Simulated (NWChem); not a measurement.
**Correlation energy of B (-1)**

```xyz
1

B      0.0000     0.0000     0.0000
```
Charge -1, spin multiplicity 3.

The numbers come from NWChem runs, not from measurements.

Basis set: aug-cc-pVDZ. Each correlation energy counts from its own Hartree-Fock reference.

The correlated methods keep 1 core orbital frozen. No SCF solution was tested for a lower state. Open-shell Hartree-Fock references start from PBE0 orbitals. No row is a measurement; the coupled-cluster row has its own basis-set and correlation limits.

Problem. One of these methods gave a correlation energy of -53.6 mHa. Which?
A) SCS-UMP2
B) CCSD[T] on ROHF
C) CCSD on UHF
D) CCSD on ROHF

Solution. A, SCS-UMP2. The others give -75.3 (CCSD on UHF), -80.8 (CCSD[T] on ROHF), -77.7 (CCSD on ROHF).
